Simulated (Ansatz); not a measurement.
# SiCl, quartet: vertical spin and charge gaps

Geometry (PBE0/def2-TZVP stationary point for this spin):

| atom | x (Å) | y (Å) | z (Å) |
| --- | --- | --- | --- |
| Si | 0.0000 | 0.0000 | 0.0000 |
| Cl | 0.0000 | 0.0000 | 2.0579 |

Basis 6-31G; Ansatz 0.2.0. Only valence electrons are correlated (noble-gas cores frozen). R marks a restricted (for open shells ROHF) determinant, U an unrestricted one. Active spaces: valence = (11e, 8o) chosen from the atoms' valence shells.

Gaps are energies of the second state less the first, at fixed atoms, for a selection of the levels run; each method lands on the state that its own search finds for that charge and spin.

For open shells CISD and CISDTQ are restricted-active-space CI with the open shells as a complete middle space.

Doublet less quartet: -2.501 eV at full CI (quartet A2, doublet B1, in C2v).

```
                   level  gap (eV)  error (meV)
                     RHF    -1.969          532
                     UHF    -1.966          535
                    RMP2    -2.357          144
                    UMP2    -2.355          146
                    CISD    -2.419           82
                   RCCSD    -2.470           31
                   UCCSD    -2.470           31
                RCCSD(T)    -2.498            3
                UCCSD(T)    -2.498            3
                 BCCD(T)    -2.501            0
                  RCCSDT    -2.501            0
                  UCCSDT    -2.501            0
                  CISDTQ    -2.498            3
               RCCSDT(Q)    -2.501            0
               UCCSDT(Q)    -2.502           -1
                 RCCSDTQ    -2.502           -1
                 UCCSDTQ    -2.502           -1
  CASSCF (valence space)    -2.411           90
  NEVPT2 (valence space)    -2.483           18
  MRCISD (valence space)    -2.498            3
MRCISD+Q (valence space)    -2.504           -3
                     PBE    -2.978         -477
                  r2SCAN    -2.647         -146
                    PBE0    -2.853         -352
                   B3LYP    -3.165         -664
                 wB97M-V    -3.274         -773
                  B2PLYP    -2.966         -465
                 RPA-PBE    -2.898         -397
```

Problem. PBE gives 8.207 eV for removing an electron, to the triplet. Estimate what full CI gives in 6-31G.

Solution. Full CI in 6-31G gives 7.985 eV, so against it PBE is off by 0.222 eV, of which a good part can be the reference's own basis and frozen-core error.

| level | gap (eV) | error (meV) |
| --- | --- | --- |
| CISD | 8.044 | 59 |
| UCCSD(T) | 7.997 | 12 |
| RCCSDT | 7.984 | -1 |
| RCCSDT(Q) | 7.985 | 0 |
| RCCSDTQ | 7.984 | -1 |
| CASSCF (valence space) | 7.676 | -309 |
| MRCISD+Q (valence space) | 7.978 | -7 |
| r2SCAN | 8.499 | 514 |
| PBE0 | 8.410 | 425 |
| B2PLYP | 8.068 | 83 |

Sextet less quartet: 7.348 eV at full CI (quartet A2, sextet B1, in C2v).

| level | gap (eV) | error (meV) |
| --- | --- | --- |
| RMP2 | 7.276 | -72 |
| UMP2 | 7.276 | -72 |
| RCCSD | 7.326 | -22 |
| UCCSDT | 7.347 | -1 |
| RCCSDTQ | 7.348 | 0 |
| CASSCF (valence space) | 7.211 | -137 |
| MRCISD (valence space) | 7.340 | -8 |
| MRCISD+Q (valence space) | 7.345 | -3 |
| PBE | 7.789 | 441 |
| wB97X-V | 7.863 | 515 |

Problem. PBE gives 12.778 eV for removing an electron, to the quintet. Estimate what full CI gives in 6-31G.

Solution. Full CI in 6-31G gives 11.946 eV, so against it PBE is off by 0.832 eV, of which a good part can be the reference's own basis and frozen-core error.

| level | gap (eV) | error (meV) |
| --- | --- | --- |
| UHF | 11.282 | -664 |
| RMP2 | 11.871 | -75 |
| RCCSD | 11.928 | -18 |
| UCCSD(T) | 11.941 | -5 |
| BCCD(T) | 11.942 | -4 |
| UCCSDT | 11.945 | -1 |
| UCCSDTQ | 11.946 | 0 |
| MRCISD (valence space) | 11.917 | -29 |
| B3LYP | 12.749 | 803 |
| B2PLYP | 12.396 | 450 |

In so small a basis the reference is far from its limit while semilocal and hybrid functionals are nearer theirs (RPA and double hybrids share part of the reference's basis error), so the functionals' errors here hold much of the reference's basis and frozen-core error, which can add to them or hide them. The set has no polarisation functions, which weighs most on the reference.

Full CI is exact within this basis and frozen core; it isn't the basis-set limit. The frozen core follows each run's orbitals, which can shift R against U totals by a few meV.
